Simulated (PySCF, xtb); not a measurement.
Bonds broken one at a time in the series B F-Br. Isolated molecules, 0 K electronic values unless said otherwise. Strings in code marks are SMILES.

Quantity: homolytic bond dissociation enthalpy at 298 K (no spin–orbit term), in kJ/mol. Thermal and zero-point terms are GFN2-xTB rigid-rotor harmonic values (xtb).

Level 1: PBE0-D4/def2-TZVP (PySCF)
Level 2: PBE/6-31G* // PBE0-D4/def2-TZVP (PySCF)
Level 3: frozen-core MP2/6-31G* // PBE0-D4/def2-TZVP (PySCF)
Level 4: HF/6-31G* // PBE0-D4/def2-TZVP (PySCF)

```csv
species,level 1,level 2,level 3,level 4
"B–Br bond of `FB(Br)Br`, giving `F[B]Br` and `[Br]`",433.5,439.2,…,312.8
"F–B bond of `FB(F)Br`, giving `F[B]Br` and `[F]`",684.2,716.4,707.2,…
"F–B bond of `FB(Br)Br`, giving `Br[B]Br` and `[F]`",668.6,700.6,…,…
"B–Br bond of `FB(F)Br`, giving `F[B]F` and `[Br]`",442.7,…,437.1,331.1
"Br–B bond of `BrB(Br)Br`, giving `Br[B]Br` and `[Br]`",…,426.9,422.5,296.5
"F–B bond of `FB(F)F`, giving `F[B]F` and `[F]`",696.3,731.6,723.0,559.7
```

Task: Fill in the missing entries.

Result: 
- B–Br bond of `FB(Br)Br`, giving `F[B]Br` and `[Br]`, level 3: 429.3
- F–B bond of `FB(F)Br`, giving `F[B]Br` and `[F]`, level 4: 538.1
- F–B bond of `FB(Br)Br`, giving `Br[B]Br` and `[F]`, level 3: 686.2
- F–B bond of `FB(Br)Br`, giving `Br[B]Br` and `[F]`, level 4: 513.1
- B–Br bond of `FB(F)Br`, giving `F[B]F` and `[Br]`, level 2: 454.8
- Br–B bond of `BrB(Br)Br`, giving `Br[B]Br` and `[Br]`, level 1: 425.2
